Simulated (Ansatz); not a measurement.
Species: C$_{2}$H$_{6}$, SMILES `CC` (charge 0, multiplicity 1).

Q: Give a relaxed geometry from Ansatz (a program for electronic structure) with PBE0-D3(BJ)/def2-TZVP.

A: the end point of this relaxation (outside a Z-matrix the atoms follow the SMILES, hydrogens last).
Cartesian coordinates (Å) in one orientation:
```xyz
8

C     -0.759    -0.033     0.003
C      0.759     0.033    -0.003
H     -1.191     0.671    -0.712
H     -1.115    -1.031    -0.262
H     -1.164     0.209     0.989
H      1.191    -0.671     0.712
H      1.164    -0.209    -0.989
H      1.115     1.031     0.262
```
